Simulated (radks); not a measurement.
**Nuclear size and the levels of P²⁺**

An exercise on one series of results from a longer session: the logs are not shown, and one member is left open.

The numbers are computed with radks (a radial shooting solver on a logarithmic mesh, Libxc functionals) version 1 (Dirac Kohn-Sham, PBE, spin-unpolarised, spherical densities, finite nucleus; open shells fill j = l - 1/2 first), except any that are marked as measured or tabulated.

### What is computed

```
element            : phosphorus (Z = 15)
charge             : +2
electrons          : 13
configuration      : [Ne] 3s2 3p1
nuclear rms radius : 3.1889 fm
```

Set-up of the first run:

The run's settings:

```text
Z 15
configuration [Ne] 3s2 3p1 4s0 3d0
relativity Dirac
functional pbe,pbe
spin unpolarised
j_filling energy
nucleus finite rms 3.1889 fm
c 137.035999084
```

Among the steps run: rms radius 3.1889 fm.

One of the session's tables, all rows but one given; the rest of the session is left out.

It belongs to the step «rms radius 3.1889 fm». Sizes of the orbitals, from the radial functions (bohr):

```
level     <r>  outermost maximum (interpolated)  90 % within  nodes
2p1/2  0.4827                             0.353        0.807      0
2p3/2  0.4849                             0.354        0.811      0
3s1/2       ?                                 ?            ?      ?
3p1/2   1.968                              1.67         2.99      1
3p3/2   1.973                              1.68         3.00      1
3d3/2   2.666                              2.13         4.23      0
3d5/2   2.666                              2.13         4.23      0
4s1/2   4.226                              3.94         6.06      3
```

**Question.** Estimate the row for 3s1/2.

As computed: <r>: 1.744; outermost maximum (interpolated): 1.51; 90 % within: 2.60; nodes: 2. In the column «<r>» it lies between 2p3/2 (0.4849) and 3p1/2 (1.968).
